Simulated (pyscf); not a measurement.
HO–SiH₂• + HF → HO–SiH₂–F + H•, an atom transfer (doublet surface; F–H broken, F–Si formed). Structures and frequencies: ωB97X-D3(BJ)/def2-SVP in PySCF. MP2 and CC: frozen core, UHF for open shells. ΔMP2 is the change of the MP2 total energy from the triple- to the quadruple-zeta basis. Energies in kJ/mol from the separated reactants.

Small-basis levels: PySCF, no dispersion term, spherical d functions. AM1 to PM7: differences of heats of formation from MOPAC. GFN2-xTB: tblite. Open shells are spin-unrestricted. 

```csv
level,barrier,reaction energy
HF/3-21G,106.9,-136.4
HF/6-31G*,118.9,-141.9
SVWN5/6-31G*,-19.2,-116.8
BP86/6-31G*,…,-97.2
GFN2-xTB,…,-193.1
AM1,276.2,+35.3
PM6,18.5,-119.8
CCSD(T)/def2-TZVPP + ΔMP2(QZVPP),…,-85.3
```

Task: Fill in the missing entries.

Result: 
- BP86/6-31G*, barrier: 22.0
- GFN2-xTB, barrier: 25.1
- CCSD(T)/def2-TZVPP + ΔMP2(QZVPP), barrier: 83.6

Against the last row the barrier runs from -102.8 (SVWN5/6-31G*) to +192.6 kJ/mol (AM1); HF/3-21G happens to lie closest here (23.3 kJ/mol apart). At SVWN5/6-31G* this geometry lies under one side, so the entry may be no barrier of that level: it is a single point on another level's saddle. CCSD(T)/def2-TZVPP + ΔMP2(QZVPP) has limits of its own. At the saddle there is also a short H–Si contact that neither side keeps. One saddle was located; it need not be the lowest between these sides. The angle at the transferred F is 53°: a side-on saddle, likely not the lowest. The CCSD(T) − MP2 part came from Ansatz, without density fitting, on the same reference.
